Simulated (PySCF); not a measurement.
## Spin-rotation constants: SMILES C#CC([S-])C#C, [C$_{5}$H$_{3}$S]-, charge -1

Molfile (atoms numbered from 1):
```
C5H3S
     RDKit          3D

  9  8  0  0  0  0  0  0  0  0999 V2000
    2.1776   -0.7365   -0.1699 C   0  0  0  0  0  0  0  0  0  0  0  0
    0.9797   -0.6675   -0.1614 C   0  0  0  0  0  0  0  0  0  0  0  0
   -0.4614   -0.6234   -0.0533 C   0  0  0  0  0  0  0  0  0  0  0  0
   -0.9841   -1.4061    1.5350 S   0  0  0  0  0  0  0  0  0  0  0  0
   -0.9338    0.7423   -0.0981 C   0  0  0  0  0  0  0  0  0  0  0  0
   -1.3494    1.8669   -0.0500 C   0  0  0  0  0  0  0  0  0  0  0  0
    3.2252   -0.8101   -0.1622 H   0  0  0  0  0  0  0  0  0  0  0  0
   -0.9158   -1.2059   -0.8720 H   0  0  0  0  0  0  0  0  0  0  0  0
   -1.7244    2.8463    0.0067 H   0  0  0  0  0  0  0  0  0  0  0  0
  1  2  3  0
  2  3  1  0
  3  4  1  0
  3  5  1  0
  5  6  3  0
  1  7  1  0
  3  8  1  0
  6  9  1  0
M  CHG  1   4  -1
M  END
```

The calculation used PySCF, GIAO PBE/aug-pcSseg-1 magnetisability, rotational g tensor and spin-rotation constants, non-relativistic, gas phase. Geometry: GFN2-xTB.

For an ion the centre-of-mass motion in the field is neglected. The highest occupied orbital is unbound at this level, so the values depend on the basis.

Task: Give the nuclear spin-rotation constants along the inertial axes (H = +C I·J) beside the isotropic shieldings.

Result: Rotational constants 3.2448, 2.8274, 1.6104 GHz. A star marks the isotopologue with that one atom substituted, in its own axes.
| atom | isotope | Caa (kHz) | Cbb (kHz) | Ccc (kHz) | mean (kHz) | σ (ppm) |
| --- | --- | --- | --- | --- | --- | --- |
| H7 | 1H | 0.004 | -0.241 | -0.137 | -0.125 | 30.2 |
| H8 | 1H | -0.183 | -0.252 | 0.113 | -0.107 | 26.0 |
| H9 | 1H | 0.004 | -0.242 | -0.137 | -0.125 | 30.2 |
| C1 | 13C* | 0.487 | 0.743 | 0.416 | 0.549 | 115.8 |
| C2 | 13C* | 0.350 | 1.007 | 0.614 | 0.657 | 79.5 |
| C3 | 13C* | 0.514 | 0.465 | 0.276 | 0.418 | 155.9 |
| S4 | 33S* | 1.383 | 0.430 | 0.766 | 0.860 | 295.9 |

For the geometry as given, no vibrational averaging.

Task: How do the rotational constants and the g tensor change when H7, H8, H9 are replaced by deuterium?

Result: Constants 3.0613, 2.5097, 1.4923 GHz; g -0.0496, -0.0168, -0.0295, against -0.0522, -0.0187, -0.0318 before.
